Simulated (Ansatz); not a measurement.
# [SiH₃···H···F], doublet along the distance Si1-H5

Starting geometry:

```xyz
6

Si   -1.1347    0.0000    0.0000
H    -1.6296    1.3997    0.0000
H    -1.6296   -0.6999    1.2122
H    -1.6296   -0.6999   -1.2122
H     0.3499    0.0000    0.0000
F     1.9183    0.0000    0.0000
```

From there H5 is moved from one fragment to the other while all else, the fragments' distance too, stays fixed; atoms are numbered as listed. Energies are in kJ/mol, counted from the starting geometry at the same level. Kohn–Sham curves are unrestricted where that lies lower.

Basis cc-pVDZ; Ansatz 0.2.0. Only valence electrons are correlated (noble-gas cores frozen). R marks a restricted (for open shells ROHF) determinant, U an unrestricted one. Active spaces: valence = (15e, 12o) chosen from the atoms' valence shells.

Runs in a small pair space aren't shown, since their orbitals change along the scan.

Full CI isn't at hand for all of this; UCCSDT(Q) serves as the reference, and is uncertain by about the last step of the cluster series. The frozen core follows each run's orbitals, which can shift R against U totals by a few meV.

```csv
distance Si1-H5 (Å),UCCSDT(Q),curve A,curve B,curve C,curve D
1.485,0.0,0.0,0.0,0.0,0.0
1.580,-4.5,-15.5,18.7,-2.8,4.1
1.771,-28.1,-42.6,62.2,-23.5,-4.2
1.962,-96.8,-87.1,-27.9,-93.4,-70.9
2.153,-138.9,-99.4,-95.9,-138.0,-116.3
```

**Question.** The curves come from BLYP, CASSCF (valence space), RHF, UCCSD. Compare each with UCCSDT(Q) and say which is which.

**Answer.** A: BLYP, B: RHF, C: UCCSD, D: CASSCF (valence space). Spread of the error against UCCSDT(Q), over the points where both stand: A 54.0, B 90.3, C 4.6, D 25.9 kJ/mol. 

In so small a basis the reference is far from its limit while semilocal and hybrid functionals are nearer theirs, so the functionals' errors here hold much of the reference's basis and frozen-core error, which can add to them or hide them.
